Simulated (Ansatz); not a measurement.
Spin states of SnH⁺, each at its own bond length

Ansatz 0.2.0, functionals in def2-QZVPP, HF, MP2 and coupled cluster extrapolated from def2-TZVPP and def2-QZVPP (exp(−7.88 √X), X^−2.97); geometries are PBE0/def2-TZVP minima. Wave-function levels freeze the cores with the filled d shells of p-block atoms; HF, MP2 and coupled cluster are restricted for singlets and unrestricted otherwise, restricted open-shell where a d shell is frozen, Kohn–Sham unrestricted where that lies lower. The best estimate adds to that CCSD(T) limit the step from CCSD(T) to the highest level run in a smaller set (full CI/def2-TZVPP). It lacks core correlation, which semilocal and hybrid functionals hold and which counts in their errors here, (a few kJ/mol in atomization energies of light atoms) is good to about 1 kcal/mol where the step is under 0.06 eV, as here, and is no measured value. Energies are electronic, without zero-point terms. No spin–orbit coupling; scalar relativity only by core potentials past Kr. B2PLYP's MP2 part freezes the cores and isn't at its limit in this set. The species are chosen: bound, without strong static correlation by their natural occupations or amplitudes, and with a ladder that closes on the reference, so errors are smaller than for species at large; levels whose determinant breaks symmetry or spin markedly are left out.

A. triplet; Sn–H 1.881. Coordinates (Å): Sn 0.000 0.000 0.000; H 0.000 0.000 1.881
B. singlet; Sn–H 1.760. Coordinates (Å): Sn 0.000 0.000 0.000; H 0.000 0.000 1.760

Problem. From bonding and spin, estimate the order of these in energy at the best estimate, each at its own geometry.

Solution. At the best estimate, above the lowest of those listed: B (0.000 eV), A (2.294 eV).

| level | A less B (eV) |
| --- | --- |
| the best estimate | 2.294 |
| MP2 | 2.216 |
| CCSD(T) | 2.297 |
| PBE | 2.247 |
| r2SCAN | 2.070 |
| PBE0 | 2.194 |
| B3LYP | 2.329 |
| wB97M-V | 2.352 |
| B2PLYP | 2.289 |

Every level shown puts the same form lowest.

The geometries are PBE0's.
